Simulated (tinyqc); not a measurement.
Inside a calculation. Method: extended Hueckel theory, for BH+. The parameters take no account of the charge, which enters only through the electron count. One step of it, computed by the program tinyqc.

Question. Wolfsberg-Helmholz matrix. H_ij = K' S_ij (H_ii + H_jj)/2 for i != j (the diagonal keeps H_ii), with K' = 1.75.

overlap S, order 1B 2s, 1B 2px, 1B 2py, 1B 2pz, 2H 1s:
$$\begin{pmatrix}
1.000000 & 0.000000 & 0.000000 & 0.000000 & 0.525582 \\
0.000000 & 1.000000 & 0.000000 & 0.000000 & 0.000000 \\
0.000000 & 0.000000 & 1.000000 & 0.000000 & 0.000000 \\
0.000000 & 0.000000 & 0.000000 & 1.000000 & 0.553294 \\
0.525582 & 0.000000 & 0.000000 & 0.553294 & 1.000000
\end{pmatrix}$$

diagonal H_ii (eV): 1B 2s -15.200000, 1B 2px -8.500000, 1B 2py -8.500000, 1B 2pz -8.500000, 2H 1s -13.600000

K = 1.750000

Give: H.

Answer.

H (eV), order 1B 2s, 1B 2px, 1B 2py, 1B 2pz, 2H 1s:
$$\begin{pmatrix}
-15.2000 & 0.0000 & 0.0000 & 0.0000 & -13.2447 \\
0.0000 & -8.5000 & 0.0000 & 0.0000 & 0.0000 \\
0.0000 & 0.0000 & -8.5000 & 0.0000 & 0.0000 \\
0.0000 & 0.0000 & 0.0000 & -8.5000 & -10.6993 \\
-13.2447 & 0.0000 & 0.0000 & -10.6993 & -13.6000
\end{pmatrix}$$
